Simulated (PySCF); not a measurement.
**PS with other numerical set-ups**

The method stays; parts of the set-up, such as the basis or the Hamiltonian, are changed.

Computed with PySCF 2.14.0. Level: each script names its method and basis.

4 further runs of the same task are left out: 4 that didn't finish.

## 1. Starting geometry

PS: 2 atoms, charge 0, spin multiplicity 2.

Bond lengths: P1–S2 1.937 Å.

## 2. The base run

input.py

```python
from pyscf import gto, dft
from pyscf.geomopt.geometric_solver import optimize

mol = gto.M(
    atom='P 0 0 0; S 0 0 1.937',
    basis='6-311g**',
    charge=0,
    spin=1,
    verbose=4,
)
mf = dft.UKS(mol, xc='b3lyp5')
mf.kernel()
g = mf.nuc_grad_method()
g.grid_response = True
mol_eq = optimize(g.as_scanner(), maxsteps=30)
print('optimised geometry (angstrom)')
print(mol_eq.tostring('raw'))
print('orbital energies (hartree):', [e[max(0, n-3):n+3].round(4) for e, n in zip(mf.mo_energy, mol.nelec)])
```

Started as:

```sh
$ OMP_NUM_THREADS=1 python input.py
```

The log of this run is left out.

Base result: at the starting geometry E(SCF) = -739.445921 Eh, 12 cycles, ⟨S²⟩ = 0.754, optimised bond 1.918 Å in 4 steps; the optimisation lowers the energy by 0.006 eV.

## 3. Integration grid (50, 194)

Run 1 changes integration grid: default → (50, 194).

input.py

```python
from pyscf import gto, dft
from pyscf.geomopt.geometric_solver import optimize

mol = gto.M(
    atom='P 0 0 0; S 0 0 1.937',
    basis='6-311g**',
    charge=0,
    spin=1,
    verbose=4,
)
mf = dft.UKS(mol, xc='b3lyp5')
mf.grids.atom_grid = (50, 194)
mf.kernel()
g = mf.nuc_grad_method()
g.grid_response = True
mol_eq = optimize(g.as_scanner(), maxsteps=30)
print('optimised geometry (angstrom)')
print(mol_eq.tostring('raw'))
print('orbital energies (hartree):', [e[max(0, n-3):n+3].round(4) for e, n in zip(mf.mo_energy, mol.nelec)])
```

Started as:

```sh
$ OMP_NUM_THREADS=1 python input.py
```

## 4. Sbkjc (core potential on)

Run 2 changes basis set: 6-311g** → sbkjc; core potential: off → on. The core potential changes with it: totals don't compare.

Changes to input.py since step 2:

```diff
@@ -5,3 +5,4 @@
     atom='P 0 0 0; S 0 0 1.937',
-    basis='6-311g**',
+    basis='sbkjc',
+    ecp={'P': 'sbkjc', 'S': 'sbkjc'},
     charge=0,
```

**Question.** What will these runs give? Wanted: for each run, E(SCF); from base; gap, α spin; after the SCF.

The runs gave:

| run | E(SCF) (hartree) | from base (eV) | cycles | gap, α spin (eV) | functions | after the SCF |
| --- | --- | --- | --- | --- | --- | --- |
| base | -739.445921 | 0 | 12 | 1.61 | 52 | bond 1.918 Å, -0.006 eV |
| integration grid (50, 194) | -739.445914 | +0.0002 | 12 | 1.61 | 52 | bond 1.918 Å, -0.006 eV |
| sbkjc (core potential on) | -16.558349 | not comparable | 10 | 1.58 | 16 | bond 2.055 Å, -0.191 eV |

SCF columns refer to the geometry typed in the script.

Total energies from different bases, Hamiltonians or methods carry different errors, so properties are taken as differences within one set-up.
